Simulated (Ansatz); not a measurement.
Process, species as SMILES: C(=C)Cl → [CH]=CCl + H atom
B3LYP-D3(BJ)/def2-TZVP geometries, fixed; electronic energies without zero-point terms.

Basis-set convergence of the bond dissociation energy at HF with Ansatz (a first-principles code). Cartesian d functions, on some or all atoms, in 6-31G*, 6-31G**, 6-31+G*, 6-311G**, 6-311+G**; all else is spherical. An unrestricted Hartree-Fock determinant is markedly spin-contaminated. Open shells are unrestricted. No added dispersion term, no relativity. Functions are those of the species that has most. Reference: the value in aug-pcseg-3, 92.17 kcal/mol, itself unsure by roughly 0.08 kcal/mol (its mean distance from aug-cc-pV(Q+d)Z, def2-QZVPPD, pcseg-3). Deviations are taken from unrounded values.

```
basis              functions
-----------------  ---------
3-21G                     37
6-31G*                    55
6-31G**                   64
6-31+G*                   67
6-311G**                  81
6-311+G**                 93
6-311++G(2d,2p)          119
6-311++G(3df,3pd)        179
```

Which is the smallest Pople set listed that can be trusted to 1 kcal/mol here, that is, within that of the reference together with its larger relatives (same family, alike in diffuse functions; a set with none to test it counts only in the reference's own line)?

The smallest set listed that lies within 1 kcal/mol of the reference with all its larger relatives (same family, alike in diffuse functions; a set with none counts only in the reference's own line) is 6-31G* (55 functions, -0.51 kcal/mol off). Value minus reference: 3-21G -2.65, 6-31G* -0.51, 6-31G** 0.48, 6-31+G* -0.40, 6-311G** -0.62, 6-311+G** -0.54, 6-311++G(2d,2p) -0.16, 6-311++G(3df,3pd) -0.02 kcal/mol.
